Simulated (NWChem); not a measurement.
Everything below was run with NWChem. System: P2, charge 0, spin multiplicity 1, displaced from the optimised geometry.

Job file:

```
start mol
memory heap 100 mb stack 700 mb global 1900 mb
geometry units angstroms nocenter noautoz noautosym
  P      0.000000     0.000000     3.782176
  P      0.000000     0.000000    -0.945544
end
basis spherical
  * library cc-pvdz
end
scf
  rhf
  nopen 0
  maxiter 100
  thresh 1e-7
  semidirect memsize 60000000 filesize 0
end
ccsd
  freeze core 10
  maxiter 60
end
task ccsd(t) energy
```

The output up to the point where the run's verdict is printed (cleaned and shortened):

```
             Northwest Computational Chemistry Package (NWChem) 7.3.0
             --------------------------------------------------------

                                NWChem Input Module
                                -------------------

 Scaling coordinates for geometry "geometry" by  1.889725989
 (inverse scale =  0.529177249)

                             Geometry "geometry" -> ""
                             -------------------------

 Output coordinates in angstroms (scale by  1.889725989 to convert to a.u.)

  No.       Tag          Charge          X              Y              Z
 ---- ---------------- ---------- -------------- -------------- --------------
    1 P                   15.0000     0.00000000     0.00000000     3.78217600
    2 P                   15.0000     0.00000000     0.00000000    -0.94554400

 Effective nuclear repulsion energy (a.u.)      25.1844189218

            Nuclear Dipole moment (a.u.)
            ----------------------------
        X                 Y               Z
 ---------------- ---------------- ----------------
     0.0000000000     0.0000000000    80.4068581566


 Summary of "ao basis" -> "" (spherical)
 ------------------------------------------------------------------------------
       Tag                 Description            Shells   Functions and Types
 ---------------- ------------------------------  ------  ---------------------
 *                          cc-pvdz                   on all atoms

 Summary of "ao basis" -> "ao basis" (spherical)
 ------------------------------------------------------------------------------
       Tag                 Description            Shells   Functions and Types
 ---------------- ------------------------------  ------  ---------------------
 P                          cc-pvdz                  8       18   4s3p1d

                                 NWChem SCF Module
                                 -----------------

  ao basis        = "ao basis"
  functions       =    36
  atoms           =     2
  closed shells   =    15
  open shells     =     0
  charge          =   0.00
[...]
  29     -0.6781072737 -1.849D-02  1.051D+00     0.52     0.00     0.51
  30     -0.6397246102  3.838D-02  8.660D-01     0.52     0.00     0.51
  31     -0.5248422167  1.149D-01  4.289D-01     0.52     0.00     0.51
  32     -0.5147736788  1.007D-02  4.019D-01     0.52     0.00     0.51
  33     -0.5276779747 -1.290D-02  5.742D-01     0.53     0.00     0.52
  34     -1.0664996658 -5.388D-01  1.963D+00     0.55     0.00     0.55
  35     -1.8569753055 -7.905D-01  4.407D+00     0.52     0.00     0.51
  36     -1.3947261284  4.622D-01  3.347D+00     0.52     0.00     0.51
  37     -1.5505405199 -1.558D-01  3.710D+00     0.54     0.00     0.53
  38     -0.6570474642  8.935D-01  1.713D+00     0.53     0.00     0.53
  39     -0.4241085917  2.329D-01  1.192D-01     0.52     0.00     0.51
  40     -0.3579970308  6.611D-02  4.133D-01     0.52     0.00     0.51
  41     -0.4164396098 -5.844D-02  3.251D-01     0.52     0.00     0.51
  42     -0.5878464004 -1.714D-01  2.963D-01     0.52     0.00     0.51
  43     -0.5915998291 -3.753D-03  3.949D-01     0.52     0.00     0.52
  44     -0.7205796236 -1.290D-01  1.087D+00     0.52     0.00     0.51
  45     -0.6738378021  4.674D-02  1.030D+00     0.52     0.00     0.51
  46     -0.7521708924 -7.833D-02  1.435D+00     0.52     0.00     0.51
  47     -0.4837467563  2.684D-01  5.226D-01     0.52     0.00     0.52
  48     -1.4336873595 -9.499D-01  4.473D+00     0.52     0.00     0.51
  49     -0.6238625438  8.098D-01  9.087D-01     0.52     0.00     0.51
  50     -0.7098759145 -8.601D-02  1.196D+00     0.52     0.00     0.51
  51     -0.6876385081  2.224D-02  1.099D+00     0.53     0.00     0.53
  52     -1.3777446692 -6.901D-01  3.885D+00     0.55     0.00     0.54
  53     -0.5799345976  7.978D-01  8.203D-01     0.53     0.00     0.53
  54     -0.5910405599 -1.111D-02  8.791D-01     0.52     0.00     0.51
  55     -0.6026898256 -1.165D-02  9.335D-01     0.52     0.00     0.52
  56     -0.5957940005  6.896D-03  8.757D-01     0.52     0.00     0.52
  57     -0.5840607045  1.173D-02  8.007D-01     0.52     0.00     0.52
  58     -1.2460683236 -6.620D-01  3.200D+00     0.52     0.00     0.52
  59     -1.7808667026 -5.348D-01  5.234D+00     0.52     0.00     0.52
  60     -0.7026022679  1.078D+00  1.182D+00     0.52     0.00     0.52
                  ****maximum iterations exceeded****
-------------------------------------------------------------------------

 -----------
 CCSD Energy
 -----------
 Reference energy:            -680.924361729231919
 CCSD corr. energy:             -0.702602267874963
 Total CCSD energy:           -681.626963997106827

 --------------------------------
 Spin Component Scaled (SCS) CCSD
 --------------------------------
 Same spin contribution:                 -0.069161220632155
 Same spin scaling factor:                1.130000000000000
 Opposite spin contribution:             -0.633441047242808
 Opposite spin scaling fact.:             1.270000000000000
 SCS-CCSD correlation energy:            -0.882622309312702
 Total SCS-CCSD energy:                -681.806984038544670

 routine      calls  cpu(0)   cpu-min  cpu-ave  cpu-max   i/o
 aoccsd          1     0.00     0.00     0.00     0.00    0.00
 iterdrv         1     0.01     0.01     0.01     0.01    0.00
 pampt          60     0.03     0.03     0.03     0.03    0.00
 t2pm           60     0.05     0.05     0.05     0.05    0.00
 sxy            60     0.11     0.11     0.11     0.11    0.00
 ints      1053120    30.13    30.13    30.13    30.13    0.00
 t2eri        8160     0.47     0.47     0.47     0.47    0.00
 idx2         8160     0.13     0.13     0.13     0.13    0.00
 idx34          60     0.02     0.02     0.02     0.02    0.00
 ht2pm          60     0.06     0.06     0.06     0.06    0.00
 itm            60     0.11     0.11     0.11     0.11    0.00
 pdiis          60     0.01     0.01     0.01     0.01    0.00
 Total                31.12    31.12    31.12    31.12    0.00
```

The program stopped with an error. NWChem stopped with the message: ccsd(t) energy failed.
